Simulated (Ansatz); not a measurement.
# fcc Au

The numbers are results of LDA in Ansatz (PAW), not measurements.

Run with plane-wave cutoff 500 eV, 24×24×1 k mesh (along the axes of the cell as run), Fermi–Dirac smearing 0.1 eV, scalar-relativistic PAW data made under PBE.

Cell: relaxed at this level.

```
Property                              Value
--------------------------------  ---------
surface energy of the (111) face  1.15 J/m²
work function of the (111) face     5.58 eV
```

The slab of 6 atoms is relaxed and unreconstructed.

Spin–orbit coupling is not included; it can shift volumes and moduli of such heavy elements.

Cost on a shared machine: around 2.2 core-minutes (rough).

Ansatz is a quantum-chemistry and plane-wave program.
